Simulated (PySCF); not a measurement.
Match the barriers

Saddle point of CH5AlO, singlet (CH₅AlO ([CH3][AlH][OH]) → AlHO ([O][AlH]) + CH₄; bonds formed: C2–H4; bonds broken: Al1–C2, O3–H4), PBE0-D4/def2-TZVP structure:

```csv
atom,x (Å),y (Å),z (Å)
Al1,-1.1777,-0.0139,0.5948
C2,0.7826,0.1271,-0.3395
O3,-1.3462,-1.5146,-0.0155
H4,-0.0606,-0.8634,-0.3692
H5,-1.5547,1.2899,1.3874
H6,1.3122,0.3681,0.5882
H7,0.5609,1.0475,-0.8902
H8,1.4834,-0.4405,-0.9560
```

Program: PySCF 2.14 with density fitting (its default auxiliary sets; JK sets also for MP2 and CCSD(T)). Basis: def2-TZVPP, with def2-QZVPP for the basis limit. Cores are frozen in the correlated methods. B3LYP uses VWN-RPA correlation. Extrapolation: Hartree–Fock as exp(−7.88 √X), correlation as X^−2.97. Four methods, as single points on the PBE0-D4 structures, gave these electronic barriers from the start structure: 54.90, 65.47, 67.53, 85.15 kcal/mol.

The methods were, in alphabetical order, B3LYP-D4, CCSD(T), HF, SPW92. Which gave which? (Judge from chemistry; the calculation decides.)

The calculation gives: SPW92 54.90; B3LYP-D4 65.47; CCSD(T) 67.53; HF 85.15 kcal/mol. For comparison, CCSD(T) at an estimated basis limit (MP2 extrapolated from triple and quadruple zeta, plus CCSD(T) − MP2 in triple zeta) gives 66.98 kcal/mol.

The T1 diagnostic stays at or below 0.027. The T1 diagnostic is large here, which may signal multireference character or strong orbital relaxation, so CCSD(T) is less sure.

Labels in which every atom is bracketed show which atoms are joined, not bond orders.

For scale, one of the runs: CCSD(T)/def2-TZVPP, 174 basis functions, launched by `OMP_NUM_THREADS=4 python run.py`. The run took 2.9 min on 4 CPU threads of an Arm Neoverse V2 (shared host), with 1.4 GiB of host memory at its peak.
